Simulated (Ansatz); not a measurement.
# NH₃Cl (doublet): the correlation ladder at distance N1–H4 along a hydrogen transfer = 1.145 Å, cc-pVDZ

Aim: climb from Hartree-Fock through coupled cluster and multireference methods for NH₃Cl (doublet) at one geometry and basis, and see what each rung misses.

Method: cc-pVDZ, core rule «outside noble gas», up to 6 orbitals frozen; program: Ansatz 0.2.0, Gaussian basis.

Plan: UHF; CCSD(T) on ROHF; CCSD(T) on UHF; BCCD(T) on ROHF; CISD; CCSDT(Q) on ROHF; CCSDT(Q) on UHF; CASSCF and MRCISD+Q, 3 electrons in 3 orbitals; CASSCF and NEVPT2, 3 electrons in 3 orbitals; CASSCF and NEVPT2, 15 electrons in 11 orbitals.

5 further runs of the same task are left out: 5 that didn't finish.

## 1. The system

The geometry derives from fragments relaxed apart (PBE0/def2-TZVP) and kept rigid, so it is no stationary point. A hydrogen atom is moved between rigid fragments.

5 atoms, charge 0, spin multiplicity 2.

Atoms are counted from 1 here; the program's logs count them from 0.

Bond lengths: N1–H2 1.012 Å, N1–H3 1.012 Å, N1–H4 1.145 Å, H4–Cl5 1.526 Å. Angles: H2–N1–H3 107.1°, H2–N1–H4 107.1°, H3–N1–H4 107.1°, N1–H4–Cl5 180.0°.

In the tables R marks a restricted open-shell determinant and U an unrestricted one; 'valence' is the active space of 15 electrons in 11 orbitals; 'pair' is the active space of 3 electrons in 3 orbitals; energies count from the table's Hartree-Fock row.

## 2. UHF

File in.yaml:

```yaml
crystal:
  periodic: [false, false, false]
  atoms:
    - {symbol: N, position_ang: [-1.814851, -0.010862, -0.016905]}
    - {symbol: H, position_ang: [-2.112131, 0.956972, -0.016905]}
    - {symbol: H, position_ang: [-2.112130, -0.413161, 0.863355]}
    - {symbol: H, position_ang: [-0.669851, -0.010861, -0.016905]}
    - {symbol: Cl, position_ang: [0.856149, -0.010861, -0.016905]}
basis:
  gaussian: {orbitals: cc-pVDZ}
magnetization: {spin_polarized: true, initial_magnetization: 1}
hamiltonian: {xc: hf}
output: {orbitals: {seedname: orbitals}}
```

Started as:

```console
$ ansatz run in.yaml --threads 1 --pin off --events-out ev --progress --plain --max-ram 2393MiB
```

The program printed:

```text
Functional definition: HF
  name "HF"
  cite "Fock, Z. Phys. 61, 126 (1930) doi:10.1007/BF01340294"
  parent pbe
  exchange = exact_x
  correlation = 0
460 factors; integrals over basis functions are off by at most 1.4e-3 eV
mean field evaluation 1: about -14029.9505 eV, gradient 1.3e1 eV
mean field evaluation 2: about -14029.9512 eV, gradient 1.3e1 eV
mean field evaluation 4: about -14030.9759 eV, gradient 1.9e0 eV
mean field evaluation 8: about -14031.0167 eV, gradient 1.4e-1 eV
mean field evaluation 16: about -14030.3222 eV, gradient 6.8e0 eV
mean field evaluation 32: about -14030.5905 eV, gradient 1.6e0 eV
mean field evaluation 64: about -14029.5738 eV, gradient 3.3e0 eV
mean field evaluation 96: about -14031.0158 eV, gradient 1.4e-1 eV
mean field -14031.01802161 eV, -515.6304017287 hartree, gradient 1.5e-5 eV, S^2 0.786149; 0 other end points of the search recorded, 0 dependent functions left out
reference -14031.01802161 eV, -515.6304017287 hartree; 14, 13 occupied and 33, 34 virtual orbitals, 460 factors
Total energy: -14031.01802161 eV, -515.6304017287 hartree
```

Run time: 0.36 s. Hardware: 1 thread of AMD EPYC 9R45, shared host.

From the report: ⟨S²⟩ of the determinant 0.786 (pure doublet: 0.75).

## 3. CCSD(T) on ROHF

Changes to in.yaml since step 2:

```diff
@@ -10,4 +10,3 @@
   gaussian: {orbitals: cc-pVDZ}
-magnetization: {spin_polarized: true, initial_magnetization: 1}
-hamiltonian: {xc: hf}
-output: {orbitals: {seedname: orbitals}}
+magnetization: {spin_polarized: false, initial_magnetization: 1}
+correlation: {method: ccsd_t, electrons: outside_noble_gas}
```

The command is unchanged.

The program printed, cut to the lines that bear on the results:

```text
Functional definition: HF
  name "HF"
  cite "Fock, Z. Phys. 61, 126 (1930) doi:10.1007/BF01340294"
  parent pbe
[...]
460 factors; integrals over basis functions are off by at most 1.4e-3 eV
[...]
mean field -14030.80183731 eV, -515.6224571021 hartree, gradient 3.6e-6 eV, S^2 0.750000; 10 other end points of the search recorded, 0 dependent functions left out
[...]
determinant -14030.80183731 eV, -515.6224571021 hartree, with singles and doubles -14040.34933949 eV, -515.9733213357 hartree
determinant -14029.71498326 eV, -515.5825159525 hartree, with singles and doubles -14039.15948495 eV, -515.9295949880 hartree
determinant -14029.65584636 eV, -515.5803427114 hartree, with singles and doubles -14039.05651695 eV, -515.9258109835 hartree
6 core orbitals not correlated: weight in the atoms' cores, before any rotation towards them, 1.000 or more for the frozen orbitals, at most 0.000 for the correlated occupied ones
reference -14030.80183731 eV, -515.6224571021 hartree; 8, 7 occupied and 33, 34 virtual orbitals, 460 factors
second order -8.44125842 eV of doubles, -0.09876743 eV of singles
cycle   1  -9.55002860 eV  change   -2.5e-3 eV  update   1.0e-2
[...]
cycle  14  -9.58925368 eV  change    4.4e-6 eV  update   3.5e-6
perturbative correction -0.22377485 eV, -0.0082235739 hartree
Total energy: -14040.61486584 eV, -515.9830792489 hartree
```

Run time: 2.4 s. Hardware: 1 thread of AMD EPYC 9R45, shared host.

From the report: correlation -9.8130 eV; T1 0.078; largest double amplitude 0.06.

## 4. CCSD(T) on UHF

Changes to in.yaml since step 3:

```diff
@@ -10,3 +10,3 @@
   gaussian: {orbitals: cc-pVDZ}
-magnetization: {spin_polarized: false, initial_magnetization: 1}
+magnetization: {spin_polarized: true, initial_magnetization: 1}
 correlation: {method: ccsd_t, electrons: outside_noble_gas}
```

Same command.

The program printed, cut to the lines that bear on the results:

```text
Functional definition: HF
  name "HF"
  cite "Fock, Z. Phys. 61, 126 (1930) doi:10.1007/BF01340294"
  parent pbe
[...]
460 factors; integrals over basis functions are off by at most 1.4e-3 eV
[...]
mean field -14031.01802161 eV, -515.6304017287 hartree, gradient 2.3e-6 eV, S^2 0.786149; 10 other end points of the search recorded, 0 dependent functions left out
determinant -14031.01802161 eV, -515.6304017287 hartree, with singles and doubles -14040.41223963 eV, -515.9756328733 hartree
determinant -14029.82847897 eV, -515.5866868428 hartree, with singles and doubles -14039.16319511 eV, -515.9297313336 hartree
determinant -14029.76929575 eV, -515.5845118995 hartree, with singles and doubles -14039.05926821 eV, -515.9259120907 hartree
determinant -14029.37698650 eV, -515.5700948005 hartree, with singles and doubles -14038.93035679 eV, -515.9211746832 hartree
6 core orbitals not correlated: weight in the atoms' cores, before any rotation towards them, 1.000 or more for the frozen orbitals, at most 0.000 for the correlated occupied ones
reference -14031.01802161 eV, -515.6304017287 hartree; 8, 7 occupied and 33, 34 virtual orbitals, 460 factors
second order -8.52546510 eV of doubles, -0.00000000 eV of singles
cycle   1  -9.39547451 eV  change   -1.3e-3 eV  update   3.2e-3
[...]
cycle  11  -9.39891221 eV  change   -4.2e-6 eV  update   6.9e-6
perturbative correction -0.21235080 eV, -0.0078037481 hartree
Total energy: -14040.62928463 eV, -515.9836091298 hartree
```

Wall time 2.4 s (1 thread of AMD EPYC 9R45, shared host).

From the report: ⟨S²⟩ of the determinant 0.786 (pure doublet: 0.75); correlation -9.6113 eV; T1 0.022; largest double amplitude 0.04.

## 5. BCCD(T) on ROHF

Changes to in.yaml since step 4:

```diff
@@ -10,3 +10,3 @@
   gaussian: {orbitals: cc-pVDZ}
-magnetization: {spin_polarized: true, initial_magnetization: 1}
-correlation: {method: ccsd_t, electrons: outside_noble_gas}
+magnetization: {spin_polarized: false, initial_magnetization: 1}
+correlation: {method: bccd_t, electrons: outside_noble_gas}
```

Same command.

The program printed, cut to the lines that bear on the results:

```text
Functional definition: HF
  name "HF"
  cite "Fock, Z. Phys. 61, 126 (1930) doi:10.1007/BF01340294"
  parent pbe
[...]
460 factors; integrals over basis functions are off by at most 1.4e-3 eV
[...]
mean field -14030.80183731 eV, -515.6224571021 hartree, gradient 3.6e-6 eV, S^2 0.750000; 10 other end points of the search recorded, 0 dependent functions left out
[...]
determinant -14030.80183731 eV, -515.6224571021 hartree, with singles and doubles -14040.34933949 eV, -515.9733213357 hartree
determinant -14029.71498326 eV, -515.5825159525 hartree, with singles and doubles -14039.15948495 eV, -515.9295949880 hartree
determinant -14029.65584636 eV, -515.5803427114 hartree, with singles and doubles -14039.05651695 eV, -515.9258109835 hartree
6 core orbitals not correlated: weight in the atoms' cores, before any rotation towards them, 1.000 or more for the frozen orbitals, at most 0.000 for the correlated occupied ones
reference -14030.80183731 eV, -515.6224571021 hartree; 8, 7 occupied and 33, 34 virtual orbitals, 460 factors
second order -8.44125842 eV of doubles, -0.09876743 eV of singles
cycle   1  -9.57593126 eV  change   -2.8e-2 eV  update   4.6e-2
[...]
cycle  16  -9.60486142 eV  change   -4.1e-7 eV  update   1.0e-5
perturbative correction -0.22443081 eV, -0.0082476801 hartree
Total energy: -14040.63112954 eV, -515.9836769289 hartree
```

It took 2.6 s on 1 thread of AMD EPYC 9R45, shared host.

From the report: correlation -9.8293 eV; largest double amplitude 0.05.

## 6. CISD

Changes to in.yaml since step 5:

```diff
@@ -11,2 +11,2 @@
 magnetization: {spin_polarized: false, initial_magnetization: 1}
-correlation: {method: bccd_t, electrons: outside_noble_gas}
+correlation: {active_space: {ras: {orbitals: [7, 1, 33], electrons: 15, max_holes: 2, max_particles: 2}, fixed_orbitals: true}}
```

Launched as before.

The program printed:

```text
Functional definition: HF
  name "HF"
  cite "Fock, Z. Phys. 61, 126 (1930) doi:10.1007/BF01340294"
  parent pbe
  exchange = exact_x
  correlation = 0
460 factors; integrals over basis functions are off by at most 1.4e-3 eV
mean field evaluation 1: about -14029.9319 eV, gradient 1.7e1 eV
mean field evaluation 2: about -14029.9326 eV, gradient 1.7e1 eV
mean field evaluation 4: about -14030.7012 eV, gradient 2.4e0 eV
mean field evaluation 8: about -14030.7737 eV, gradient 6.5e-1 eV
mean field evaluation 16: about -14030.8018 eV, gradient 3.6e-6 eV
mean field evaluation 32: about -14029.6558 eV, gradient 3.2e-2 eV
mean field evaluation 64: about -14030.7995 eV, gradient 2.8e-1 eV
mean field -14030.80183731 eV, -515.6224571021 hartree, gradient 3.6e-6 eV, S^2 0.750000; 9 other end points of the search recorded, 0 dependent functions left out
reference -14030.80183731 eV, -515.6224571021 hartree; 14, 13 occupied and 33, 34 virtual orbitals, 460 factors
state -14039.38582339 eV, -515.9379127719 hartree
Total energy: -14039.38582339 eV, -515.9379127719 hartree
```

Wall time 3.1 s (1 thread of AMD EPYC 9R45, shared host).

From the report: 70,107 determinants.

## 7. CCSDT(Q) on ROHF

Changes to in.yaml since step 6:

```diff
@@ -11,2 +11,2 @@
 magnetization: {spin_polarized: false, initial_magnetization: 1}
-correlation: {active_space: {ras: {orbitals: [7, 1, 33], electrons: 15, max_holes: 2, max_particles: 2}, fixed_orbitals: true}}
+correlation: {method: ccsdt_q, electrons: outside_noble_gas}
```

Launched as before.

The program printed, cut to the lines that bear on the results:

```text
Functional definition: HF
  name "HF"
  cite "Fock, Z. Phys. 61, 126 (1930) doi:10.1007/BF01340294"
  parent pbe
[...]
891 factors; integrals over basis functions are off by at most 2.3e-7 eV
[...]
mean field -14030.80188779 eV, -515.6224589573 hartree, gradient 2.1e-6 eV, S^2 0.750000; 10 other end points of the search recorded, 0 dependent functions left out
[...]
determinant -14030.80188779 eV, -515.6224589573 hartree, with singles and doubles -14040.34940655 eV, -515.9733237999 hartree
determinant -14029.71503626 eV, -515.5825179003 hartree, with singles and doubles -14039.15953633 eV, -515.9295968760 hartree
determinant -14029.65589931 eV, -515.5803446573 hartree, with singles and doubles -14039.05656931 eV, -515.9258129077 hartree
6 core orbitals not correlated: weight in the atoms' cores, before any rotation towards them, 1.000 or more for the frozen orbitals, at most 0.000 for the correlated occupied ones
reference -14030.80188779 eV, -515.6224589573 hartree; 8, 7 occupied and 33, 34 virtual orbitals, 891 factors
second order -8.44129721 eV of doubles, -0.09876815 eV of singles
cycle   1  -9.10001615 eV  change   -5.6e-1 eV  update   9.2e-2
[...]
cycle  22  -9.84516405 eV  change   -1.4e-6 eV  update   1.4e-6
perturbative correction -0.02202792 eV, -0.0008095111 hartree
Total energy: -14040.66907976 eV, -515.9850715739 hartree
```

Wall time 32 s (1 thread of AMD EPYC 9R45, shared host); peak memory 0.96 GiB.

From the report: correlation -9.8672 eV; T1 0.084; largest double amplitude 0.07.

## 8. CCSDT(Q) on UHF

Changes to in.yaml since step 7:

```diff
@@ -10,3 +10,3 @@
   gaussian: {orbitals: cc-pVDZ}
-magnetization: {spin_polarized: false, initial_magnetization: 1}
+magnetization: {spin_polarized: true, initial_magnetization: 1}
 correlation: {method: ccsdt_q, electrons: outside_noble_gas}
```

Same command.

The program printed, cut to the lines that bear on the results:

```text
Functional definition: HF
  name "HF"
  cite "Fock, Z. Phys. 61, 126 (1930) doi:10.1007/BF01340294"
  parent pbe
[...]
891 factors; integrals over basis functions are off by at most 2.3e-7 eV
[...]
mean field -14031.01807649 eV, -515.6304037454 hartree, gradient 2.3e-6 eV, S^2 0.786150; 10 other end points of the search recorded, 0 dependent functions left out
determinant -14031.01807649 eV, -515.6304037454 hartree, with singles and doubles -14040.41230688 eV, -515.9756353446 hartree
determinant -14029.82853195 eV, -515.5866887899 hartree, with singles and doubles -14039.16324709 eV, -515.9297332438 hartree
determinant -14029.76934869 eV, -515.5845138452 hartree, with singles and doubles -14039.05932049 eV, -515.9259140119 hartree
determinant -14029.37703678 eV, -515.5700966483 hartree, with singles and doubles -14038.93041750 eV, -515.9211769142 hartree
6 core orbitals not correlated: weight in the atoms' cores, before any rotation towards them, 1.000 or more for the frozen orbitals, at most 0.000 for the correlated occupied ones
reference -14031.01807649 eV, -515.6304037454 hartree; 8, 7 occupied and 33, 34 virtual orbitals, 891 factors
second order -8.52549913 eV of doubles, -0.00000000 eV of singles
cycle   1  -9.09472505 eV  change   -5.7e-1 eV  update   7.4e-2
[...]
cycle  22  -9.63147224 eV  change   -1.4e-7 eV  update   1.0e-6
perturbative correction -0.02019055 eV, -0.0007419890 hartree
Total energy: -14040.66973928 eV, -515.9850958109 hartree
```

Run time: 26 s. Hardware: 1 thread of AMD EPYC 9R45, shared host; peak memory 0.69 GiB.

From the report: ⟨S²⟩ of the determinant 0.786 (pure doublet: 0.75); correlation -9.6517 eV; T1 0.023; largest double amplitude 0.05.

## 9. CASSCF and MRCISD+Q, 3 electrons in 3 orbitals

Changes to in.yaml since step 8:

```diff
@@ -10,3 +10,3 @@
   gaussian: {orbitals: cc-pVDZ}
-magnetization: {spin_polarized: true, initial_magnetization: 1}
-correlation: {method: ccsdt_q, electrons: outside_noble_gas}
+magnetization: {spin_polarized: false, initial_magnetization: 1}
+correlation: {method: fic_mrcisd_q, electrons: outside_noble_gas, active_space: {window: {electrons: 3, orbitals: 3}}}
```

The command is unchanged.

The program printed, cut to the lines that bear on the results:

```text
Functional definition: HF
  name "HF"
  cite "Fock, Z. Phys. 61, 126 (1930) doi:10.1007/BF01340294"
  parent pbe
[...]
460 factors; integrals over basis functions are off by at most 1.4e-3 eV
[...]
mean field -14030.80183731 eV, -515.6224571021 hartree, gradient 3.6e-6 eV, S^2 0.750000; 9 other end points of the search recorded, 0 dependent functions left out
reference -14030.80183731 eV, -515.6224571021 hartree; 14, 13 occupied and 33, 34 virtual orbitals, 460 factors
state -14031.36527442 eV, -515.6431630341 hartree
contracted CI cycle   1: correlation 0.00000000 eV, 0.0000000000 hartree, residual 2.75e1 eV
contracted CI cycle   2: correlation -8.11519684 eV, -0.2982279830 hartree, residual 3.83e0 eV
contracted CI cycle   3: correlation -8.29557822 eV, -0.3048568765 hartree, residual 8.74e-1 eV
contracted CI cycle   4: correlation -8.30634574 eV, -0.3052525758 hartree, residual 2.10e-1 eV
contracted CI cycle   5: correlation -8.30711301 eV, -0.3052807723 hartree, residual 7.36e-2 eV
contracted CI cycle   6: correlation -8.30723293 eV, -0.3052851793 hartree, residual 3.25e-2 eV
contracted CI cycle   7: correlation -8.30725264 eV, -0.3052859038 hartree, residual 1.22e-2 eV
contracted CI cycle   8: correlation -8.30725496 eV, -0.3052859889 hartree, residual 3.90e-3 eV
contracted CI cycle   9: correlation -8.30725519 eV, -0.3052859974 hartree, residual 1.18e-3 eV
contracted CI cycle  10: correlation -8.30725521 eV, -0.3052859982 hartree, residual 3.74e-4 eV
state -14031.36527442 eV, -515.6431630341 hartree; corrected -14040.52613269 eV, -515.9798183660 hartree
Total energy: -14040.52613269 eV, -515.9798183660 hartree
```

Wall time 1.1 s (1 thread of AMD EPYC 9R45, shared host).

From the report: 9 determinants; active occupations 1.97, 1.00, 0.03.

## 10. CASSCF and NEVPT2, 3 electrons in 3 orbitals

Changes to in.yaml since step 9:

```diff
@@ -11,2 +11,2 @@
 magnetization: {spin_polarized: false, initial_magnetization: 1}
-correlation: {method: fic_mrcisd_q, electrons: outside_noble_gas, active_space: {window: {electrons: 3, orbitals: 3}}}
+correlation: {method: sc_nevpt2, electrons: outside_noble_gas, active_space: {window: {electrons: 3, orbitals: 3}}}
```

The command is unchanged.

The program printed, cut to the lines that bear on the results:

```text
Functional definition: HF
  name "HF"
  cite "Fock, Z. Phys. 61, 126 (1930) doi:10.1007/BF01340294"
  parent pbe
[...]
460 factors; integrals over basis functions are off by at most 1.4e-3 eV
[...]
mean field -14030.80183731 eV, -515.6224571021 hartree, gradient 3.6e-6 eV, S^2 0.750000; 9 other end points of the search recorded, 0 dependent functions left out
reference -14030.80183731 eV, -515.6224571021 hartree; 14, 13 occupied and 33, 34 virtual orbitals, 460 factors
state -14031.36527442 eV, -515.6431630341 hartree
state -14031.36527442 eV, -515.6431630341 hartree; corrected -14039.62299999 eV, -515.9466288515 hartree
Total energy: -14039.62299999 eV, -515.9466288515 hartree
```

Wall time 0.93 s (1 thread of AMD EPYC 9R45, shared host).

From the report: 9 determinants; active occupations 1.97, 1.00, 0.03.

## 11. CASSCF and NEVPT2, 15 electrons in 11 orbitals

Changes to in.yaml since step 10:

```diff
@@ -11,2 +11,2 @@
 magnetization: {spin_polarized: false, initial_magnetization: 1}
-correlation: {method: sc_nevpt2, electrons: outside_noble_gas, active_space: {window: {electrons: 3, orbitals: 3}}}
+correlation: {method: sc_nevpt2, electrons: outside_noble_gas, active_space: {window: {electrons: 15, orbitals: 11}, shells: [{species: Cl, l: s, shell: 3}, {species: Cl, l: p, shell: 3}, {species: H, l: s, shell: 1}, {species: "N", l: s, shell: 2}, {species: "N", l: p, shell: 2}]}}
```

Launched as before.

The program printed, cut to the lines that bear on the results:

```text
Functional definition: HF
  name "HF"
  cite "Fock, Z. Phys. 61, 126 (1930) doi:10.1007/BF01340294"
  parent pbe
[...]
891 factors; integrals over basis functions are off by at most 2.3e-7 eV
[...]
mean field -14030.80188779 eV, -515.6224589573 hartree, gradient 2.1e-6 eV, S^2 0.750000; 9 other end points of the search recorded, 0 dependent functions left out
reference -14030.80188779 eV, -515.6224589573 hartree; 14, 13 occupied and 33, 34 virtual orbitals, 891 factors
state -14033.07632561 eV, -515.7060430053 hartree
state -14033.07632561 eV, -515.7060430053 hartree; corrected -14039.14582931 eV, -515.9290931522 hartree
Total energy: -14039.14582931 eV, -515.9290931522 hartree
Checks for a lower state left out: starts, orbital_swaps
```

It took 3.2 s on 1 thread of AMD EPYC 9R45, shared host.

From the report: 27,280 determinants; active occupations 2.00, 2.00, 2.00, 1.99, 1.98, 1.98, 1.97, 1.01, 0.03, 0.02, 0.02.

## 12. Natural occupations

Natural occupations of the CASSCF valence state about the gap (report; correlated orbitals 4 to 11): 1.992, 1.977, 1.976, 1.972, 1.005, 0.033, 0.023, 0.023. The count of effectively unpaired electrons, Σ n²(2 − n)², is 1.02; a single determinant of this spin has 1.

## 13. Misses and costs

The yardstick is UCCSDT(Q), where the cluster series has nearly closed. Rows without a time come out of other runs: HF, MP2 and CCSD of CCSD(T), CCSDT of CCSDT(Q), CASSCF and MRCISD of the multireference runs.

| method | energy from the lowest RHF (meV) | from UCCSDT(Q) (meV) | time |
| --- | --- | --- | --- |
| RHF | 0.0 | +9867.9 |  |
| UHF | -216.2 | +9651.7 |  |
| RMP2 | -8540.0 | +1327.9 |  |
| UMP2 | -8741.6 | +1126.3 |  |
| CISD | -8584.0 | +1283.9 | 3.1 s |
| RCCSD | -9589.3 | +278.6 |  |
| UCCSD | -9615.1 | +252.8 |  |
| RCCSD(T) | -9813.0 | +54.9 | 2.4 s |
| UCCSD(T) | -9827.4 | +40.5 | 2.4 s |
| BCCD(T) | -9829.3 | +38.6 | 2.6 s |
| RCCSDT | -9845.2 | +22.7 |  |
| UCCSDT | -9847.7 | +20.2 |  |
| RCCSDT(Q) | -9867.2 | +0.7 | 32 s |
| UCCSDT(Q) | -9867.9 | 0 | 26 s |
| CASSCF pair | -563.4 | +9304.5 |  |
| NEVPT2 pair | -8821.2 | +1046.7 | 0.93 s |
| MRCISD pair | -8870.7 | +997.2 |  |
| MRCISD+Q pair | -9724.3 | +143.6 | 1.1 s |
| CASSCF valence | -2274.5 | +7593.4 |  |
| NEVPT2 valence | -8344.0 | +1523.9 | 3.2 s |

Among the levels timed on like hardware and quicker than the yardstick, those that no quicker one beats, quickest first: NEVPT2 pair (0.93 s, +1046.7 meV); MRCISD+Q pair (1.1 s, +143.6 meV); UCCSD(T) (2.4 s, +40.5 meV); BCCD(T) (2.6 s, +38.6 meV).

## 14. What came out

| quantity | value |
| --- | --- |
| UCCSDT(Q) below the RHF energy | -9.8679 eV |
| RMP2 from UCCSDT(Q) | +1327.9 meV |
| UMP2 from UCCSDT(Q) | +1126.3 meV |
| RCCSD from UCCSDT(Q) | +278.6 meV |
| RCCSD(T) from UCCSDT(Q) | +54.9 meV |
| UCCSD(T) from UCCSDT(Q) | +40.5 meV |
| RCCSDT(Q) from UCCSDT(Q) | +0.7 meV |
| NEVPT2 pair from UCCSDT(Q) | +1046.7 meV |
| MRCISD+Q pair from UCCSDT(Q) | +143.6 meV |
| NEVPT2 valence from UCCSDT(Q) | +1523.9 meV |
| levels within 1 kcal/mol (43 meV) | UCCSD(T), BCCD(T), RCCSDT, UCCSDT, RCCSDT(Q) |
| T1 diagnostic | 0.078 |
| effectively unpaired electrons | 1.02 |

RCCSD(T) misses by +54.9 meV, 0.6 % of the correlation energy. The occupations are near whole numbers, but T1 = 0.078 shows that the orbitals relax strongly. Of the multireference levels listed MRCISD+Q pair comes nearest in total energy (+143.6 meV), which doesn't show that its space is the better one. These misses are within one basis, not against nature; the frozen cores of restricted and unrestricted runs differ, which can shift their rows.

For cost: BCCD(T) gets within 38.6 meV in 2.6 s, where UCCSDT(Q) took 26 s; the quickest level in the cost chart, NEVPT2 pair, takes 0.93 s and misses by 1046.7 meV.
